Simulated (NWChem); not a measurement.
System: nitrogen trifluoride (NF3); SMILES N(F)(F)F

Computed with NWChem. Pople sets run with spherical d functions. Each level has its own optimisation; frequencies are unscaled.

| level | r F–N (Å) | highest harmonic frequency (cm⁻¹) | lowest (cm⁻¹) | zero-point energy (kcal/mol) | dipole (D) |
|---|---|---|---|---|---|
| Hartree-Fock/STO-3G | 1.386 | 1447 | 503 | 8.4 | 0.40 |
| Hartree-Fock/3-21G | 1.402 | 1135 | 483 | 7.1 | 0.44 |
| Hartree-Fock/6-31G* | 1.327 | 1241 | 581 | 8.0 | 0.20 |
| B3LYP/6-31G* | 1.383 | 1062 | 483 | 6.5 | 0.09 |
| LDA (Slater exchange, VWN5)/def2-SVP | 1.359 | 1071 | 500 | 6.6 | 0.06 |
| PBE/def2-SVP | 1.389 | 1018 | 467 | 6.1 | 0.05 |
| BLYP/def2-SVP | 1.404 | 987 | 448 | 5.9 | 0.10 |
| PBE0/def2-SVP | 1.352 | 1106 | 526 | 6.9 | 0.06 |
